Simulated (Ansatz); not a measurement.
Ideal-gas functions of C2H3ClS, SMILES `C=C(S)Cl` at 400 K and 1 bar, from an Ansatz frequency run at PBE0-D4/def2-TZVP.

Molar mass 94.57 g/mol, point group C1 (symmetry number 1), electronic degeneracy 1, moments of inertia 68.634, 151.246, 218.574 u Å². Harmonic wavenumbers (cm⁻¹, unscaled): 220, 290, 362, 461, 594, 697, 806, 903, 954, 1128, 1404, 1670, 2705, 3180, 3277.

Use S(trans) = R[1.5 ln M + 2.5 ln T − 1.1517]; rotational temperatures θ = 24.2544 K / I; S(rot) = R[ln(√π/σ · √(T³/θAθBθC)) + 1.5]; for each mode x = 1.438777 ν̃/T, S = R[x/(eˣ − 1) − ln(1 − e⁻ˣ)] and H = RT x/(eˣ − 1); 1 cm⁻¹ = 0.0119627 kJ/mol; R = 8.31446 J/(mol·K).

Task: By hand: the entropy, in J/(mol·K).

Result: Translation 171.7. Rotation: θ = 0.3534, 0.1604, 0.111 K, giving 113.0. Vibration, mode by mode: 10.47, 8.33, 6.68, 5.00, 3.42, 2.56, 1.88, 1.42, 1.23, 0.74, 0.32, 0.14, 0.01, 0.00, 0.00, in all 42.2. Electronic 0.0. Sum 326.9 J/(mol·K).

Task: By hand: H − E and G − E in kJ/mol, counted from the electronic energy.

Result: Zero-point energy ½ × 18651 × 0.0119627 = 111.6; thermal vibration 10.5; translation, rotation and pV give 4 RT = 13.3. H − E = 135.4 kJ/mol, and G − E = 135.4 − 400 × 326.9/1000 = 4.6 kJ/mol.

Vibration gives 13 % of the entropy. The sum counts one conformer and one mirror image; others add a mixing term.
